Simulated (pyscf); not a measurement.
Cl–SiH(Cl)–Cl + H• → Cl–Si•(Cl)–Cl + H₂, a hydrogen abstraction (doublet surface; H–Si broken, H–H formed). PySCF, gas phase, ωB97X-D3(BJ)/def2-SVP geometries. Energies in kJ/mol from the separated reactants.

Small-basis levels: PySCF, no dispersion term, spherical d functions. AM1 to PM7: differences of heats of formation from MOPAC, which are fitted to 298 K values and so differ in kind from electronic energies by zero-point and thermal terms. GFN2-xTB: tblite. Open shells are spin-unrestricted. 

```
level                   barrier  reaction energy
----------------------  -------  ---------------
HF/3-21G                   41.7            -54.4
MP2/6-31G*                 47.8            -29.1
B3LYP/STO-3G              -20.2           -144.0
B3LYP/3-21G                -7.8            -99.2
GFN2-xTB                   36.9            +38.9
PM3                       -84.4           -195.6
PM7                       -62.2           -231.3
ωB97M-D3(BJ)/def2-TZVP     20.6            -47.3
```

Against the last row the barrier runs from -105.0 (PM3) to +27.2 kJ/mol (MP2/6-31G*). At B3LYP/STO-3G, B3LYP/3-21G, GFN2-xTB, PM3, PM7 this geometry lies under one side, so the entry may be no barrier of that level: it is a single point on another level's saddle. ωB97M-D3(BJ)/def2-TZVP has limits of its own. One saddle was located; it need not be the lowest between these sides. The angle at the transferred H is 180°.
